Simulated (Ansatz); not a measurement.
Predict the output of the script below (Ansatz's Python interface).

`run_disp.py`:
```python
import ansatz as az
from rdkit import Chem
from rdkit.Chem import AllChem

rd = Chem.AddHs(Chem.MolFromSmiles('OCS'))
AllChem.EmbedMolecule(rd, randomSeed=748)
AllChem.UFFOptimizeMolecule(rd)
geometry = az.Crystal.molecule()
for atom, xyz in zip(rd.GetAtoms(), rd.GetConformer().GetPositions()):
    geometry = geometry.atom(atom.GetSymbol(), xyz.round(5).tolist())

calculation = geometry.calculation().basis(gaussian='def2-SVP')
for name in ['revpbe', 'b3lyp']:
    for correction in ('d3bj', 'd4'):
        data = calculation.functional(name, dispersion=correction).run(threads=1, pin='off').report
        print(f'{name:8s} {correction:5s} total {data["free_energy_ev"]:.5f} eV, of which dispersion {1000 * data["dispersion"]["energy"]["ev"]:.2f} meV')
```

Output of `python run_disp.py`:
```text
revpbe   d3bj  total -13975.60005 eV, of which dispersion -288.38 meV
revpbe   d4    total -13975.66562 eV, of which dispersion -353.96 meV
b3lyp    d3bj  total -13978.91295 eV, of which dispersion -188.87 meV
b3lyp    d4    total -13978.88416 eV, of which dispersion -160.08 meV
```

Caveats:
- The settings weren't tested for convergence.
- The geometry is a force-field or estimated start, not a minimum of this method, and the basis set is short of its limit. D4 holds the three-body term, and d3bj doesn't.
- b3lyp holds the VWN-RPA fit, as in Gaussian; the form of ORCA and Turbomole is b3lyp5.
- Hardware and time: 4.3 s on 1 thread of Arm Neoverse V2 (shared host), peak memory 0.24 GiB.
